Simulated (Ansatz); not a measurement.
`CC(C)CCCl` + H₂ → `CCl` + `CC(C)C`  (hydrogenolysis of a C–C bond)

Computed with Ansatz on PBE0-D4/def2-TZVP structures; ΔE is electronic, products minus reactants. CBS: MP2 limit from def2 TZ/QZ plus the TZ coupled-cluster correction, frozen cores. This one scheme is used for every species. DFT in def2-TZVPP. B3LYP here is the variant with VWN-RPA as its local correlation; programs differ in this. One conformer a species, not always the lowest.

`CC(C)CCCl`:

Cartesian coordinates in Å:
```
C -1.607 -1.070 0.130
C -0.421 -0.246 -0.350
C -0.818 1.209 -0.554
C 0.741 -0.398 0.626
C 2.008 0.341 0.267
Cl 2.691 -0.200 -1.297
H -1.337 -2.121 0.259
H -1.976 -0.699 1.092
H -2.434 -1.022 -0.582
H -0.095 -0.648 -1.316
H -1.092 1.677 0.398
H -1.682 1.283 -1.218
H -0.014 1.796 -1.001
H 0.429 -0.029 1.614
H 0.974 -1.460 0.750
H 2.786 0.172 1.010
H 1.846 1.414 0.172
```

H₂:

```xyz
2

H    -0.225    0.298   -0.002
H     0.225   -0.298    0.002
```

`CCl`:

```xyz
5

C    -0.105    0.051   -0.087
Cl    1.174   -0.569    0.973
H    -0.078   -0.500   -1.025
H     0.074    1.109   -0.266
H    -1.064   -0.091    0.405
```

`CC(C)C`:

Cartesian coordinates in Å:
```
C -0.044 -1.109 0.932
C 0.288 0.189 0.211
C -0.926 1.105 0.150
C 0.834 -0.086 -1.182
H 0.831 -1.759 1.007
H -0.410 -0.920 1.945
H -0.823 -1.660 0.395
H 1.070 0.704 0.785
H -1.737 0.632 -0.415
H -0.688 2.051 -0.342
H -1.306 1.331 1.150
H 1.102 0.841 -1.696
H 0.085 -0.600 -1.794
H 1.723 -0.720 -1.145
```

```tsv
level	ΔE (eV)
B3LYP-D4	-0.56
r2SCANh-D4	-0.54
PBE-QIDH	-0.56
LC-ωPBE	-0.64
```

(1) What does CCSD(T)/CBS give? (An estimate is asked.)

Largest T1 diagnostic among the species: 0.009.

Results:

(1) Computed: -0.51 eV. The listed levels differ from it by -0.05, -0.03, -0.05, -0.13 eV.

The D4 term adds +0.16 eV with B3LYP and +0.09 eV with PBE0; it sums over pairs of atoms, weighted by their polarisabilities, and B3LYP, whose exchange is more repulsive, gets the larger term. Leaving LDA and LC-ωPBE aside and taking each functional with its dispersion term where it has one, the values, not all of them listed here, spread over 0.17 eV, from B2PLYP to revPBE-D4. LDA lies +0.19 eV from PBE without D4.
